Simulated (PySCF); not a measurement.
PySCF input (M06-2X/6-311+G**):

```python
from pyscf import gto, dft

mol = gto.M(
    atom='''
    Si    0.08512521    0.08333339    0.08368655
    H    -0.93940997   -0.90765273    0.67751647
    H    -0.91388705    0.68123940   -0.93063229
    H     0.66154409   -0.94025419   -0.91849584
    ''',
    basis='6-311+g**',
    charge=-1,
    spin=0,
    verbose=4,
)

mf = dft.RKS(mol, xc='m062x')
mf.grids.level = 4
mf.conv_tol = 1e-9
mf.max_cycle = 100
mf.max_memory = 1500
mf.kernel()
if not mf.converged:
    mf = mf.newton()
    mf.kernel(mf.make_rdm1())
mf.dip_moment()
```

Question: Predict the final energy.

Answer: -291.24911 Eh.
